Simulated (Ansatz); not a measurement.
```yaml
atoms:
  - { symbol: C, position_ang: [1.3965, 0.0000, 0.0000] }
  - { symbol: C, position_ang: [0.6983, 1.2215, 0.0000] }
  - { symbol: C, position_ang: [-0.6983, 1.2215, 0.0000] }
  - { symbol: C, position_ang: [-1.3965, 0.0000, 0.0000] }
  - { symbol: C, position_ang: [-0.6983, -1.2215, 0.0000] }
  - { symbol: C, position_ang: [0.6983, -1.2215, 0.0000] }
  - { symbol: H, position_ang: [2.4825, 0.0000, 0.0000] }
  - { symbol: H, position_ang: [1.2412, 2.1714, 0.0000] }
  - { symbol: H, position_ang: [-1.2412, 2.1714, 0.0000] }
  - { symbol: H, position_ang: [-2.4825, 0.0000, 0.0000] }
  - { symbol: H, position_ang: [-1.2412, -2.1714, 0.0000] }
  - { symbol: H, position_ang: [1.2412, -2.1714, 0.0000] }
```

RHF on singlet C₆H₆ was run in several spherical basis sets with Ansatz (development build ahead of 0.2.0).

Task: Rank the basis sets by the total energy that they give, lowest first, with the distance from the lowest.
A. 6-31G
B. 6-31++G(d,p)
C. def2-SVP

Result: B (0.00 eV), A (2.66 eV), C (5.03 eV).

Totals follow the description of the cores as much as that of the bonds, so this order isn't one of quality for chemistry.
